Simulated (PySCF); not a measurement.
**BH₂⁻: triplet, from a bent start**

Where does triplet BH₂⁻ go from a bent start, is the end point a minimum, and what are its modes, charges and moments?

The runs use PySCF 2.14.0; PBE0, basis B def2-TZVPD, H def2-TZVPD, no relativity, density fitting.

### Step 1. Where the work starts

3 atoms, charge -1, spin multiplicity 3.

Bond lengths: B1–H2 1.170 Å, B1–H3 1.170 Å. Angles: H2–B1–H3 110.0°.

Z-matrix (Å, degrees; charge -1 multiplicity 3):
```
B
H  1 1.1700
H  1 1.1700 2 110.00
```

### Step 2. Finding the electronic state

One driver script runs all steps and calls PySCF; scf.py shows how it sets up the SCF of each step. The optimiser is the driver's own. After this first run the driver tries any further starts and a stability analysis.

Contents of scf.py:

```python
from pyscf import gto, scf, dft
mol = gto.M(atom='''
B      0.000000     0.000000     0.000000
H      0.958400     0.000000     0.671100
H     -0.958400     0.000000     0.671100''',
    basis={'B': 'def2-TZVPD', 'H': 'def2-TZVPD'},
    charge=-1, spin=2)
mf = dft.UKS(mol, xc='PBE0')
mf.grids.atom_grid = (50, 194)
aux = {'B': 'def2-universal-JKFIT', 'H': 'def2-universal-JKFIT'}
mf = mf.density_fit(auxbasis=aux)
mf.conv_tol = 1e-08
mf.diis_space = 10
mf.max_cycle = 60
mf.init_guess = 'minao'
mf.verbose = 4
mf.kernel()
```

On the command line:

```bash
OMP_NUM_THREADS=2 python axn.py task.json out
```

Log:

```text
init E= -25.7453985221951
[... the frontier-level lines of each cycle are left out ...]
cycle= 1 E= -25.8489517852259  delta_E= -0.104  |g|= 0.204  |ddm|= 0.803
cycle= 2 E= -25.8622739643434  delta_E= -0.0133  |g|= 0.19  |ddm|= 1.88
cycle= 3 E= -25.8951747176087  delta_E= -0.0329  |g|= 0.0109  |ddm|= 1.31
cycle= 4 E= -25.8953532065001  delta_E= -0.000178  |g|= 0.00459  |ddm|= 0.0274
cycle= 5 E= -25.8953773874223  delta_E= -2.42e-05  |g|= 0.00105  |ddm|= 0.0156
cycle= 6 E= -25.8953796652222  delta_E= -2.28e-06  |g|= 0.000221  |ddm|= 0.00437
cycle= 7 E= -25.8953797682944  delta_E= -1.03e-07  |g|= 2.52e-05  |ddm|= 0.000914
cycle= 8 E= -25.8953797698027  delta_E= -1.51e-09  |g|= 5.43e-06  |ddm|= 0.000138
Extra cycle  E= -25.8953797698723  delta_E= -6.95e-11  |g|= 2.09e-06  |ddm|= 2.96e-05
converged SCF energy = -25.8953797698723  <S^2> = 2.0042096  2S+1 = 3.0028051
```

This step, with its further starts and checks, took 3.7 s on 2 threads of Arm Neoverse V1, shared host.

The starts that the driver tried:

```tsv
start	energy (Eh)
the minimal-basis guess	-25.895380
a thermally smeared density	-25.895380
a smeared PBE density	-25.895380
```

No lower solution of this spin turned up from the other starts or in the test of internal stability.

### Step 3. Relaxing the triplet from the bent start

The program finds C2v symmetry in the start, which this walk keeps. Threshold on the gradient: 0.0003 Eh/bohr, with a further test on the energy change.

scf.py: that of step 2 with these lines changed.

```diff
@@ -3,3 +3,3 @@
-B      0.000000     0.000000     0.000000
-H      0.958400     0.000000     0.671100
-H     -0.958400     0.000000     0.671100''',
+B      0.000000     0.000000    -0.103855
+H      0.958400     0.000000     0.567245
+H     -0.958400     0.000000     0.567245''',
@@ -15 +14,0 @@
-mf.init_guess = 'minao'
```

Steps of the walk:

```tsv
step	energy (Eh)	change (kJ/mol)	largest symmetric gradient (Eh/bohr)
0	-25.895380	0.00	0.02736
1	-25.901794	-16.84	0.00539
2	-25.902085	-17.61	0.00374
3	-25.902130	-17.72	0.00196
4	-25.902149	-17.77	0.00003
```

The walk took 2.4 s.

Geometry (Å) and forces (eV/Å) at some steps:

```
step 0
B    0.000   0.000  -0.104   0.000   0.000  -0.111
H    0.958   0.000   0.567   1.407   0.000   0.056
H   -0.958   0.000   0.567  -1.407   0.000   0.056
step 1
B    0.000   0.000  -0.039   0.000   0.000   0.277
H    1.067   0.000   0.535   0.103   0.000  -0.139
H   -1.067   0.000   0.535  -0.103   0.000  -0.139
step 2
B    0.000   0.000  -0.016   0.000   0.000   0.192
H    1.091   0.000   0.523  -0.109   0.000  -0.096
H   -1.091   0.000   0.523   0.109   0.000  -0.096
step 3
B    0.000   0.000  -0.009   0.000   0.000   0.101
H    1.092   0.000   0.520  -0.071   0.000  -0.051
H   -1.092   0.000   0.520   0.071   0.000  -0.051
step 4
B    0.000   0.000  -0.004   0.000   0.000   0.002
H    1.091   0.000   0.517  -0.001   0.000  -0.001
H   -1.091   0.000   0.517   0.001   0.000  -0.001
```

End point (C2v, 4 steps, 17.8 kJ/mol gained): B–H 1.209 Å (×2); H–B–H 129.0°.

### Step 4. Is it a minimum? Harmonic modes

The point is checked on the finer grid, and tightened if its gradient asks for it. The Hessian and the dipole derivatives come from central differences of analytic gradients, with steps of 0.02 bohr.

scf.py: that of step 3 with these lines changed.

```diff
@@ -3,3 +3,3 @@
-B      0.000000     0.000000    -0.103855
-H      0.958400     0.000000     0.567245
-H     -0.958400     0.000000     0.567245''',
+B      0.000000     0.000000    -0.080625
+H      1.091139     0.000000     0.440368
+H     -1.091139     0.000000     0.440368''',
@@ -9 +9 @@
-mf.grids.atom_grid = (50, 194)
+mf.grids.atom_grid = (75, 302)
@@ -12 +12 @@
-mf.conv_tol = 1e-08
+mf.conv_tol = 1e-10
```

The driver hands on the density of the step before, so the log starts near convergence.

Log of the central SCF (cycles and frontier levels):

```text
init E= -25.9021482012961
[... the frontier-level lines of each cycle are left out ...]
cycle= 1 E= -25.9021482012962  delta_E= -1.46e-13  |g|= 3.91e-07  |ddm|= 2.06e-06
Extra cycle  E= -25.9021482012963  delta_E= -1.07e-13  |g|= 3.62e-07  |ddm|= 3.86e-06
converged SCF energy = -25.9021482012963  <S^2> = 2.0053888  2S+1 = 3.0035904
```

The whole step took 8.3 s.

Geometry: C2v; B–H 1.209 Å (×2); H–B–H 129.0°.

Harmonic modes (main isotopes):

```csv
symmetry,ω (cm⁻¹),IR (km/mol),μ (u)
a1,920,36.8,1.14
a1,2435,159,1.03
b2,2570,246,1.14
```

No imaginary mode, so this is a minimum.

Properties at this point:

| Item | Value |
| --- | --- |
| Dipole moment about the centre of mass | 0.93 D |
| Highest occupied level | 1.92 eV |
| Lowest empty level | 4.11 eV |
| Rotational constants | 36.45, 7.025, 5.89 cm⁻¹ |
| Zero-point energy | 35.4 kJ/mol |
| Principal polarisabilities | 50.3, 65.9, 112.7 bohr³ |
| Principal traceless quadrupole moments about the centre of mass | -1.98, 0.07, 1.91 D Å |
| Entropy at 298.15 K and 1 bar (electronic part: spin only) | 198.1 J/(mol K) |
| Heat capacity Cp at 298.15 K | 35.3 J/(mol K) |
| Enthalpy at 298.15 K above 0 K | 10.05 kJ/mol |
| Rotational symmetry number | 2 |
| Spin squared ⟨S²⟩ | 2.005 |

Populations by atom (charges in e):

```
atom  Mulliken  Löwdin  polar tensor  spin (Mulliken)  Mayer order to B1
  B1     -1.03   -0.53         -0.64             2.10                  –
H2,3      0.01   -0.24         -0.18            -0.05               1.05
```

Outer orbital energies (eV). α occupied: -177.80, -7.06, -3.30, 0.94, 1.92; empty: 4.11, 6.75, 6.95, 7.37. β occupied: -177.34, -5.77, -2.97; empty: 4.60, 5.25, 5.63, 6.99.

Mulliken populations on B1: s 3.13, p 2.86, d 0.04, f 0.00.

### Step 5. Outcome

| quantity | value |
| --- | --- |
| minimum | triplet, C2v |
| geometry | B–H 1.209 Å (×2); H–B–H 129.0° |
| wavenumbers (cm⁻¹) | 920 (a1), 2435 (a1), 2570 (b2) |
| dipole moment (centre of mass) | 0.93 D |
| highest occupied, lowest empty level (either spin) | 1.92, 4.11 eV |
| polar-tensor charge of B1 | -0.64 e |
| zero-point energy | 35.4 kJ/mol |
| entropy at 298.15 K | 198.1 J/(mol K) |
| ⟨S²⟩ | 2.005 |

**Reading.** The bent start keeps its C2v symmetry and ends in a minimum. In the infrared the band at 2570 cm⁻¹ (b2, stretch) leads. Most of the spin sits on B1 (Mulliken spin 2.10, against 2 for the whole molecule). Other starts or spin states, not run here, may lie lower. The highest occupied level lies above zero: either self-interaction error lifts it or the extra electron is not bound, and the basis holds it in place.

The search up to here took 15 s.
